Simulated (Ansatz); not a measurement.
The same path of C₃H₇FOS (13 atoms, charge 0, multiplicity 1) was run twice with different band settings. Lost on the way: C1–H8. Made: S2–H8.

Method: Ansatz 0.2.0, RKS PBE/6-31G*.

Relaxed end points:

```xyz
13
Properties=species:S:1:pos:R:3
C -0.690 -1.304 1.440
S 0.934 -0.612 0.968
C 0.425 0.734 -0.218
C 0.031 0.243 -1.598
O 1.490 1.610 -0.339
F -0.685 1.393 0.342
H -1.358 -0.501 1.783
H -1.156 -1.855 0.608
H -0.504 -2.005 2.268
H -0.264 1.109 -2.214
H -0.822 -0.449 -1.526
H 0.877 -0.273 -2.074
H 1.743 1.875 0.574
```

```xyz
13
Properties=species:S:1:pos:R:3
C -0.966 -1.407 1.600
S 0.277 -0.329 1.367
C 0.343 0.841 -0.240
C -0.167 0.159 -1.480
O 1.655 1.256 -0.391
F -0.481 1.907 0.106
H -1.682 -1.084 2.358
H 1.341 -1.043 0.847
H -1.288 -2.084 0.805
H -0.259 0.888 -2.303
H -1.158 -0.278 -1.272
H 0.522 -0.642 -1.789
H 1.883 1.782 0.407
```

Common settings: spring 5.0 eV/Å²; optimiser quadratic models (default); start path through a guess of the saddle point; force threshold 0.03 eV/Å; iteration limit 60; end points relaxed.

| run | movable images | climbing image |
| --- | --- | --- |
| 1 | 5 | yes |
| 2 | 2 | no |

Problem. What does each run give, and how far can it be trusted?

Solution. Run 1: converged after 35 iterations, highest image 3.956 eV above the first end. Neighbouring images differ by up to 1.9 eV, so the band resolves the path poorly. A vibrational analysis at the climbing image gives one clearly imaginary mode, 1109i cm⁻¹: a first-order saddle point.
Run 2: converged after 31 iterations, highest image 2.827 eV above the first end. Neighbouring images differ by up to 2.8 eV, so the band resolves the path poorly. No image climbed, so the highest image needn't sit at the top of the path. So few images can step over the top or miss a turn of the path.
The orbitals stay closed-shell, which can raise the energy where a bond breaks towards radicals; this wasn't checked here.
